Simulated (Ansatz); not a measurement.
Isolated molecules relaxed with PBE0-D4/def2-TZVP in Ansatz; ΔE leaves out vibrations. CCSD(T)/CBS is the MP2 limit (def2-TZVPP, def2-QZVPP) plus CCSD(T) − MP2 in def2-TZVPP, frozen cores. This one scheme is used for every species. Functionals use def2-TZVPP. Each species was taken in one conformer, which may not be the lowest.

Reaction (substitution at a C–O bond): `OC1=C(F)C1` + CH₃OH → `COC1=C(F)C1` + H₂O

`OC1=C(F)C1`:

Cartesian coordinates in Å:
```
O -1.000 -0.172 -1.540
C -0.204 -0.089 -0.480
C 0.876 -0.226 0.198
F 2.130 -0.610 0.295
C -0.245 0.392 0.950
H -0.515 -0.572 -2.270
H -0.796 -0.191 1.695
H -0.247 1.467 1.153
```

CH₃OH:

Cartesian coordinates in Å:
```
C -0.242 -0.238 -0.106
O 0.854 0.638 -0.227
H -0.397 -0.693 -1.085
H -1.165 0.283 0.177
H -0.058 -1.042 0.617
H 1.008 1.052 0.625
```

`COC1=C(F)C1`:

Cartesian coordinates in Å:
```
C -0.231 1.555 -0.933
O -0.906 0.304 -0.885
C -0.328 -0.603 -0.118
C -0.144 -1.808 0.278
F -0.406 -3.092 0.202
C 0.522 -0.795 1.132
H -0.895 2.241 -1.456
H 0.710 1.466 -1.482
H -0.033 1.928 0.074
H 1.606 -0.653 1.076
H 0.105 -0.544 2.114
```

H₂O:

```xyz
3

O     0.024   -0.388   -0.007
H    -0.772    0.147    0.029
H     0.748    0.242   -0.022
```

Question: Is it downhill or uphill in electronic energy at CCSD(T)/CBS, and by how much? (An estimate is asked.)

Answer: Ansatz gave: Downhill: ΔE = -0.17 eV.

Question: What do these levels give: ωB97M-V, HF/def2-TZVPP, MP2/def2-TZVPP, SCS-MP2/def2-TZVPP, CCSD/def2-TZVPP, HF/CBS(def2)? (Estimate.)

Answer: The calculation gave: ωB97M-V -0.12, HF/def2-TZVPP -0.07, MP2/def2-TZVPP -0.19, SCS-MP2/def2-TZVPP -0.16, CCSD/def2-TZVPP -0.14, HF/CBS(def2) -0.08 eV.

Largest T1 diagnostic among the species: 0.012.

The D4 term adds −0.05 eV with B3LYP and −0.03 eV with PBE0; it sums over pairs of atoms, weighted by their polarisabilities, and B3LYP, whose exchange is more repulsive, gets the larger term. In def2-TZVPP, CCSD(T) changes the Hartree–Fock value by −0.09 eV (the triples alone add −0.02 eV) and MP2 by −0.11 eV.

B3LYP here is the variant with VWN-RPA as its local correlation; programs differ in this.
